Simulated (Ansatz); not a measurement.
A calculation with Ansatz (development build ahead of 0.2.0).

```yaml
crystal:
  periodic: [false, false, false]
  atoms:
    - { symbol: O, position_ang: [0.06435, -0.05875, -0.07821] }
    - { symbol: H, position_ang: [-0.03426, 0.82379, 0.58672] }
    - { symbol: H, position_ang: [0.10992, -0.67054, 0.52522] }
basis:
  gaussian: { orbitals: aug-cc-pVDZ }
hamiltonian:
  xc: hf
correlation:
  method: mp2
  frozen_orbitals: { H: 0, O: 1 }
```

The input is written out in the form of the current development build from the run's settings.

Results

| Quantity | Value |
| --- | --- |
| Converged | yes |
| Reference energy | -76.00980 hartree |
| Correlation energy | -0.22194 hartree |
| Total energy | -76.23174 hartree |
| Spin squared of the determinant | 0.000 |

Caution: bonds are stretched, where a single reference can fail; stretched shape with no unrestricted run beside it, a lower state can exist.
